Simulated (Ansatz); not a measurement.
# A workflow on CH3N (methanimine)

Wanted: a series of 36 runs (HF/STO-3G, UHF/STO-3G, HF/3-21G, UHF/3-21G, HF/6-31G*, UHF/6-31G*, B3LYP/6-31G*, UB3LYP/6-31G*, and more) of CH3N. 

The calculation is run with Ansatz 0.2.0.

### Step 1. Starting point

CH3N: 5 atoms, total charge 0, spin state singlet. SMILES: `C=N`. Geometry: relaxed at PBE0-D4/def2-TZVP. The run starts from this shape.

Bond lengths: C1–N2 1.261 Å, C1–H3 1.096 Å, C1–H4 1.092 Å, N2–H5 1.021 Å. Angles: C1–N2–H5 111.0°, N2–C1–H3 124.9°, N2–C1–H4 118.8°, H3–C1–H4 116.3°.

### Step 2. A geometry optimisation at HF/STO-3G (run 1)

molecule.yaml reads:

```yaml
crystal:
  periodic: [false, false, false]
  atoms:
    - symbol: C
      position_ang: [-0.037200, -0.386500, 0.038000]
    - symbol: "N"
      position_ang: [0.623200, 0.654300, -0.225900]
    - symbol: H
      position_ang: [-1.090200, -0.400600, 0.342700]
    - symbol: H
      position_ang: [0.457500, -1.356900, -0.036200]
    - symbol: H
      position_ang: [0.046700, 1.489800, -0.118600]
basis:
  gaussian: {orbitals: STO-3G}
hamiltonian: {xc: hf}
relax: {f_tol: 0.002}
output: {orbitals: {seedname: orbitals}}
```

Command:

```
ansatz run molecule.yaml --threads 1 --pin off --max-ram 3480MiB --events-out events.jsonl --progress --plain --runs-dir runs
```

Standard output, cut to the lines that bear on the results:

```text
Warning: RAYON_NUM_THREADS=1 ignored (pool sized by the plan → 1); use --threads N
[...]
Functional definition: HF
  name "HF"
[...]
188 factors; integrals over basis functions are off by at most 6.6e-6 eV
[...]
mean field -2525.81393807 eV, -92.8219501659 hartree, gradient 2.5e-5 eV, S^2 0.000000; 0 other end points of the search recorded, 0 dependent functions left out
[...]
reference -2525.81393807 eV, -92.8219501659 hartree; 8, 8 occupied and 5, 5 virtual orbitals, 188 factors
relax step   1: F+E_penalty+E_count = -2525.81393807 eV  Δ(F+E_penalty+E_count) = +0.000e0 eV  max|allowed force component| = 1.569e0 eV/Å  Δτ_max = 0.0000 Å  (27 SCF iters, accepted)
[...]
relax step   6: F+E_penalty+E_count = -2525.84362253 eV  Δ(F+E_penalty+E_count) = -7.151e-6 eV  max|allowed force component| = 3.332e-2 eV/Å  Δτ_max = 0.0001 Å  (25 SCF iters, accepted)
[...]
relax step   7: F+E_penalty+E_count = -2525.84365587 eV  Δ(F+E_penalty+E_count) = -3.334e-5 eV  max|allowed force component| = 4.423e-4 eV/Å  Δτ_max = 0.0015 Å  (26 SCF iters, accepted)
188 factors; integrals over basis functions are off by at most 6.0e-6 eV
[...]
mean field -2525.84365587 eV, -92.8230422750 hartree, gradient 9.0e-6 eV, S^2 0.000000; 1 other end points of the search recorded, 0 dependent functions left out
[...]
reference -2525.84365587 eV, -92.8230422750 hartree; 8, 8 occupied and 5, 5 virtual orbitals, 188 factors
Total energy: -2525.84365587 eV, -92.8230422750 hartree
Atom 0 at    -0.034862    -0.388795     0.037500 Å, force    -0.000294    -0.000442    -0.000073 eV/Å
Atom 1 at     0.641403     0.655503    -0.231243 Å, force    -0.000009     0.000057     0.000044 eV/Å
Atom 2 at    -1.082676    -0.402580     0.340664 Å, force     0.000185     0.000316    -0.000014 eV/Å
Atom 3 at     0.445398    -1.363532    -0.032243 Å, force     0.000149     0.000168     0.000015 eV/Å
Atom 4 at     0.030737     1.499503    -0.114678 Å, force    -0.000032    -0.000098     0.000028 eV/Å
Dipole moment:    -0.367314    -0.042521     0.108937 e Å
```

It took 1.4 s on 1 thread of Arm Neoverse V1, shared host.

Steps, from the record of the run:

```
step  energy from the first frame kept (eV)  largest force (eV/Å)
   1                                 0.0000                1.6577
   2                                -0.0283                0.2813
   3                                -0.0296                0.0646
   4                                -0.0297                0.0375
   5                                -0.0297                0.0366
   6                                -0.0297                0.0334
   7                                -0.0297                0.0005
```

After the run. Bond lengths: C1–N2 1.273 Å, C1–H3 1.091 Å, C1–H4 1.089 Å, N2–H5 1.048 Å. Angles: C1–N2–H5 109.1°, N2–C1–H3 125.4°, N2–C1–H4 119.1°, H3–C1–H4 115.5°.

### Step 3. The harmonic vibrations at HF/STO-3G (run 2)

job.yaml reads:

```yaml
crystal:
  periodic: [false, false, false]
  atoms:
    - symbol: C
      position_ang: [-0.034862, -0.388795, 0.037500]
    - symbol: N
      position_ang: [0.641403, 0.655503, -0.231243]
    - symbol: H
      position_ang: [-1.082676, -0.402580, 0.340664]
    - symbol: H
      position_ang: [0.445398, -1.363532, -0.032243]
    - symbol: H
      position_ang: [0.030737, 1.499503, -0.114678]
basis:
  gaussian:
    orbitals: STO-3G
hamiltonian:
  xc: hf
phonons:
  temperatures: {t_min: 298.15, t_max: 298.15, t_step: 1}
```

Command:

```
ansatz run job.yaml --threads 1 --pin off --max-ram 3480MiB --events-out events.jsonl --progress --plain --runs-dir runs
```

Standard output, cut to the lines that bear on the results:

```text
Warning: RAYON_NUM_THREADS=1 ignored (pool sized by the plan → 1); use --threads N
Functional definition: HF
  name "HF"
[...]
188 factors; integrals over basis functions are off by at most 6.0e-6 eV
[...]
mean field -2525.84365591 eV, -92.8230422763 hartree, gradient 2.5e-5 eV, S^2 0.000000; 0 other end points of the search recorded, 0 dependent functions left out
[...]
reference -2525.84365591 eV, -92.8230422763 hartree; 8, 8 occupied and 5, 5 virtual orbitals, 188 factors
[...]
188 factors; integrals over basis functions are off by at most 6.0e-6 eV
[...]
mean field -2525.84337100 eV, -92.8230318062 hartree, gradient 1.7e-6 eV, S^2 0.000000; 0 other end points of the search recorded, 0 dependent functions left out
[...]
reference -2525.84337100 eV, -92.8230318062 hartree; 8, 8 occupied and 5, 5 virtual orbitals, 188 factors
[...]
188 factors; integrals over basis functions are off by at most 5.9e-6 eV
[...]
188 factors; integrals over basis functions are off by at most 6.0e-6 eV
mean field -2525.84364112 eV, -92.8230417330 hartree, gradient 1.7e-6 eV, S^2 0.000000; 0 other end points of the search recorded, 0 dependent functions left out
[...]
reference -2525.84364112 eV, -92.8230417330 hartree; 8, 8 occupied and 5, 5 virtual orbitals, 188 factors
Total energy: -2525.84365591 eV, -92.8230422763 hartree
Atom 0 at    -0.034862    -0.388795     0.037500 Å, force    -0.000304    -0.000425    -0.000065 eV/Å
Atom 1 at     0.641403     0.655503    -0.231243 Å, force    -0.000039     0.000046     0.000054 eV/Å
Atom 2 at    -1.082676    -0.402580     0.340664 Å, force     0.000219     0.000313    -0.000024 eV/Å
Atom 3 at     0.445398    -1.363532    -0.032243 Å, force     0.000142     0.000173     0.000014 eV/Å
Atom 4 at     0.030737     1.499503    -0.114678 Å, force    -0.000018    -0.000107     0.000022 eV/Å
Dipole moment:    -0.367314    -0.042521     0.108937 e Å
Vibrations: 1204.13 1217.46 1355.86 1599.91 1707.93 2003.10 3590.07 3748.44 3876.15 cm⁻¹, zero-point energy 1.258628 eV
```

Wall time 2.1 s (1 thread of Arm Neoverse V1, shared host).

Runs 3 to 26 aren't shown in full; the table further down has their settings and results.

### Step 4. A structure relaxation at PBE-D3(BJ)/def2-TZVP (run 27)

in.yaml reads:

```yaml
crystal:
  periodic: [false, false, false]
  atoms:
    - {symbol: C, position_ang: [-0.037200, -0.386500, 0.038000]}
    - {symbol: "N", position_ang: [0.623200, 0.654300, -0.225900]}
    - {symbol: H, position_ang: [-1.090200, -0.400600, 0.342700]}
    - {symbol: H, position_ang: [0.457500, -1.356900, -0.036200]}
    - {symbol: H, position_ang: [0.046700, 1.489800, -0.118600]}
basis:
  gaussian:
    orbitals: def2-TZVP
hamiltonian:
  xc: pbe
  dispersion: d3bj
relax:
  f_tol: 0.002
output: {orbitals: {seedname: orbitals}}
```

Command:

```
ansatz run in.yaml --threads 1 --pin off --max-ram 3480MiB --events-out events.jsonl --progress --plain --runs-dir runs
```

Standard output, cut to the lines that bear on the results:

```text
Warning: RAYON_NUM_THREADS=1 ignored (pool sized by the plan → 1); use --threads N
[...]
Functional definition: PBE
  name "PBE"
[...]
467 factors; their error is unknown
[...]
mean field -2572.70747089 eV, -94.5452557115 hartree, gradient 5.7e-5 eV, S^2 0.000000; 0 other end points of the search recorded, 0 dependent functions left out
[...]
reference -2572.70749861 eV, -94.5452567303 hartree; 8, 8 occupied and 72, 72 virtual orbitals, 467 factors
relax step   1: F+E_penalty+E_count = -2572.75488030 eV  Δ(F+E_penalty+E_count) = +0.000e0 eV  max|allowed force component| = 6.869e-1 eV/Å  Δτ_max = 0.0000 Å  (24 SCF iters, accepted)
[...]
relax step   5: F+E_penalty+E_count = -2572.76478291 eV  Δ(F+E_penalty+E_count) = -4.001e-6 eV  max|allowed force component| = 2.766e-3 eV/Å  Δτ_max = 0.0007 Å  (31 SCF iters, accepted)
[...]
relax step   6: F+E_penalty+E_count = -2572.76478384 eV  Δ(F+E_penalty+E_count) = -9.333e-7 eV  max|allowed force component| = 1.769e-3 eV/Å  Δτ_max = 0.0003 Å  (31 SCF iters, accepted)
467 factors; their error is unknown
[...]
mean field -2572.71744540 eV, -94.5456222680 hartree, gradient 1.5e-5 eV, S^2 0.000000; 1 other end points of the search recorded, 0 dependent functions left out
[...]
reference -2572.71747313 eV, -94.5456232872 hartree; 8, 8 occupied and 72, 72 virtual orbitals, 467 factors
Total energy: -2572.76481157 eV, -94.5473629426 hartree
Atom 0 at    -0.039056    -0.388723     0.038693 Å, force     0.001769    -0.001645    -0.000350 eV/Å
Atom 1 at     0.631582     0.659390    -0.228683 Å, force     0.000318     0.000586    -0.000154 eV/Å
Atom 2 at    -1.100131    -0.407409     0.346042 Å, force    -0.000074     0.000843    -0.000056 eV/Å
Atom 3 at     0.460309    -1.365624    -0.036393 Å, force    -0.001039    -0.000021     0.000290 eV/Å
Atom 4 at     0.047297     1.502466    -0.119660 Å, force    -0.000975     0.000237     0.000270 eV/Å
Dipole moment:    -0.376795    -0.075372     0.113991 e Å
```

It took 7.8 s on 1 thread of Arm Neoverse V1, shared host; peak memory 0.1 GiB.

Step by step:

```csv
step,energy from the first frame kept (eV),largest force (eV/Å)
1,0.0000,0.8082
2,-0.0091,0.2302
3,-0.0099,0.0389
4,-0.0099,0.0167
5,-0.0099,0.0034
6,-0.0099,0.0024
```

After the run. Bond lengths: C1–N2 1.273 Å, C1–H3 1.105 Å, C1–H4 1.100 Å, N2–H5 1.032 Å. Angles: C1–N2–H5 110.6°, N2–C1–H3 125.3°, N2–C1–H4 118.6°, H3–C1–H4 116.1°.

Runs 28 to 35 aren't shown in full; the table further down has their settings and results.

### Step 5. Vibrational wavenumbers at BLYP/cc-pVTZ (run 36)

job.yaml reads:

```yaml
crystal:
  periodic: [false, false, false]
  atoms:
    - {symbol: C, position_ang: [-0.039171, -0.389482, 0.038788]}
    - {symbol: "N", position_ang: [0.631500, 0.660927, -0.228770]}
    - {symbol: H, position_ang: [-1.097073, -0.410034, 0.345345]}
    - {symbol: H, position_ang: [0.456860, -1.364655, -0.035464]}
    - {symbol: H, position_ang: [0.047883, 1.503344, -0.119899]}
basis:
  gaussian:
    orbitals: cc-pVTZ
hamiltonian:
  xc: {name: BLYP}
phonons:
  temperatures: {t_min: 298.15, t_max: 298.15, t_step: 1}
```

Command:

```
ansatz run job.yaml --threads 1 --pin off --max-ram 3480MiB --events-out events.jsonl --progress --plain --runs-dir runs
```

Standard output, cut to the lines that bear on the results:

```text
Warning: RAYON_NUM_THREADS=1 ignored (pool sized by the plan → 1); use --threads N
Functional definition: BLYP
  name "BLYP"
[...]
519 factors; their error is unknown
[...]
mean field -2575.08948903 eV, -94.6327932634 hartree, gradient 1.7e-5 eV, S^2 0.000000; 0 other end points of the search recorded, 0 dependent functions left out
[...]
reference -2575.08973983 eV, -94.6328024802 hartree; 8, 8 occupied and 94, 94 virtual orbitals, 519 factors
[...]
519 factors; their error is unknown
mean field -2575.08930086 eV, -94.6327863484 hartree, gradient 3.2e-6 eV, S^2 0.000000; 0 other end points of the search recorded, 0 dependent functions left out
[...]
reference -2575.08955169 eV, -94.6327955663 hartree; 8, 8 occupied and 94, 94 virtual orbitals, 519 factors
[...]
519 factors; their error is unknown
[...]
519 factors; their error is unknown
[...]
mean field -2575.08947894 eV, -94.6327928927 hartree, gradient 3.2e-6 eV, S^2 0.000000; 0 other end points of the search recorded, 0 dependent functions left out
[...]
reference -2575.08972975 eV, -94.6328021097 hartree; 8, 8 occupied and 94, 94 virtual orbitals, 519 factors
Total energy: -2575.08973983 eV, -94.6328024802 hartree
Atom 0 at    -0.039171    -0.389482     0.038788 Å, force    -0.001984    -0.001403     0.000609 eV/Å
Atom 1 at     0.631500     0.660927    -0.228770 Å, force    -0.000196    -0.000434     0.000091 eV/Å
Atom 2 at    -1.097073    -0.410034     0.345345 Å, force    -0.000231     0.001058     0.000009 eV/Å
Atom 3 at     0.456860    -1.364655    -0.035464 Å, force     0.001924     0.000457    -0.000558 eV/Å
Atom 4 at     0.047883     1.503344    -0.119899 Å, force     0.000487     0.000323    -0.000150 eV/Å
Dipole moment:    -0.362542    -0.075320     0.109875 e Å
Vibrations: 1048.59 1058.71 1138.12 1339.39 1453.23 1645.09 2920.09 3016.17 3299.64 cm⁻¹, zero-point energy 1.048845 eV
```

It took 27 s on 1 thread of Arm Neoverse V1, shared host; peak memory 0.12 GiB.

### Step 6. The series

```csv
run,level,task,walk f tol,partner,energy (Eh),dipole moment (D),wall time
1,HF/STO-3G,optimise,0.002,base,-92.823042,1.85,1.4 s
2,HF/STO-3G,frequencies,–,base,-92.823042,1.85,2.1 s
3,UHF/STO-3G,energy,–,cation,-92.543381,–,0.06 s
4,UHF/STO-3G,optimise,–,cation,-92.576340,–,1.5 s
5,HF/3-21G,optimise,0.002,base,-93.494776,2.22,1.4 s
6,HF/3-21G,frequencies,–,base,-93.494776,2.22,2.9 s
7,UHF/3-21G,energy,–,cation,-93.172619,–,0.1 s
8,UHF/3-21G,optimise,–,cation,-93.197923,–,1.8 s
9,HF/6-31G* (Cartesian functions),optimise,0.002,base,-94.028462,2.24,2.1 s
10,HF/6-31G* (Cartesian functions),frequencies,–,base,-94.028462,2.24,5.7 s
11,UHF/6-31G* (Cartesian functions),energy,–,cation,-93.689320,–,0.18 s
12,UHF/6-31G* (Cartesian functions),optimise,–,cation,-93.717479,–,2.7 s
13,B3LYP/6-31G* (Cartesian functions),optimise,0.002,base,-94.627220,1.97,5.4 s
14,B3LYP/6-31G* (Cartesian functions),frequencies,–,base,-94.627220,1.97,14 s
15,UB3LYP/6-31G* (Cartesian functions),energy,–,cation,-94.240486,–,0.81 s
16,UB3LYP/6-31G* (Cartesian functions),optimise,–,cation,-94.268434,–,8.7 s
17,PBE/def2-SVP,optimise,0.002,base,-94.434743,1.81,5.1 s
18,PBE/def2-SVP,frequencies,–,base,-94.434743,1.81,12 s
19,UPBE/def2-SVP,energy,–,cation,-94.053573,–,0.85 s
20,UPBE/def2-SVP,optimise,–,cation,-94.080691,–,7.8 s
21,MP2/6-31G* (Cartesian functions),optimise,0.002,base,-94.315206,2.09,3.6 s
22,MP2/6-31G* (Cartesian functions),frequencies,–,base,-94.315206,2.09,7.8 s
23,UMP2/6-31G* (Cartesian functions),energy,–,cation,-93.923872,–,0.22 s
24,UMP2/6-31G* (Cartesian functions),optimise,–,cation,-93.956874,–,3.9 s
25,HF/cc-pVTZ,optimise,0.002,base,-94.068622,2.14,5.4 s
26,HF/cc-pVTZ,frequencies,–,base,-94.068622,2.14,15 s
27,PBE-D3(BJ)/def2-TZVP,optimise,0.002,base,-94.547363,1.93,7.8 s
28,PBE-D3(BJ)/def2-TZVP,frequencies,–,base,-94.547363,1.93,14 s
29,UPBE-D3(BJ)/def2-TZVP,energy,–,cation,-94.161766,–,1.4 s
30,UPBE-D3(BJ)/def2-TZVP,optimise,–,cation,-94.187441,–,15 s
31,B2PLYP/cc-pVTZ,optimise,0.002,base,-94.584776,1.96,35 s
32,B2PLYP/cc-pVTZ,frequencies,–,base,-94.584776,1.96,2.2 min
33,wB97M-V/def2-TZVPD,optimise,0.002,base,-94.623172,2.03,37 s
34,wB97M-V/def2-TZVPD,frequencies,–,base,-94.623172,2.03,98 s
35,BLYP/cc-pVTZ,optimise,0.002,base,-94.632802,1.86,11 s
36,BLYP/cc-pVTZ,frequencies,–,base,-94.632802,1.86,27 s
```

### Step 7. Summary of results

```
                                                                          quantity         value
                                                run 36, BLYP/cc-pVTZ: total energy  -94.63280 Eh
                                               run 36, BLYP/cc-pVTZ: dipole moment        1.86 D
                                    run 36, BLYP/cc-pVTZ: largest force on an atom    0.003 eV/Å
                                  run 36, BLYP/cc-pVTZ: lowest harmonic wavenumber     1049 cm⁻¹
                                 run 36, BLYP/cc-pVTZ: highest harmonic wavenumber     3300 cm⁻¹
                                           run 36, BLYP/cc-pVTZ: zero-point energy  101.2 kJ/mol
                     vertical ionisation energy (to the doublet cation), HF/STO-3G      7.610 eV
                      vertical ionisation energy (to the doublet cation), HF/3-21G      8.766 eV
                     vertical ionisation energy (to the doublet cation), HF/6-31G*      9.229 eV
                  vertical ionisation energy (to the doublet cation), PBE/def2-SVP     10.372 eV
                    vertical ionisation energy (to the doublet cation), MP2/6-31G*     10.649 eV
          vertical ionisation energy (to the doublet cation), PBE-D3(BJ)/def2-TZVP     10.493 eV
 adiabatic ionisation energy (to the doublet cation, no zero-point term), HF/3-21G      8.078 eV
adiabatic ionisation energy (to the doublet cation, no zero-point term), HF/6-31G*      8.462 eV
```

At HF/STO-3G: removing an electron at fixed nuclei costs 7.61 eV (734 kJ/mol). Its partner is spin-contaminated (⟨S²⟩ = 1.00 against 0.75), so the difference is in doubt. In a minimal basis such a difference can be off by several eV, whatever the method. At HF/3-21G: the vertical ionisation energy comes to 8.77 eV (202 kcal/mol). Its partner is spin-contaminated (⟨S²⟩ = 0.90 against 0.75), so the difference is in doubt. At HF/6-31G*: removing an electron at fixed nuclei costs 9.23 eV (213 kcal/mol). Totals of different functionals can't be ranked against each other. In runs 21, 22 the log says that unrestricted orbitals would lower the reference, so the values rest on an unstable closed-shell determinant (other closed-shell runs at this shape may share the fault). In runs 1, 2, 3, 4 the basis is minimal, so the values are rough. Spin contamination of the reference: run 4 ⟨S²⟩ = 1.12, run 3 ⟨S²⟩ = 1.00, run 23 ⟨S²⟩ = 0.91, run 7 ⟨S²⟩ = 0.90, run 8 ⟨S²⟩ = 0.90, run 11 ⟨S²⟩ = 0.87 (the largest). All runs together took 8.1 min, the longest 2.2 min.
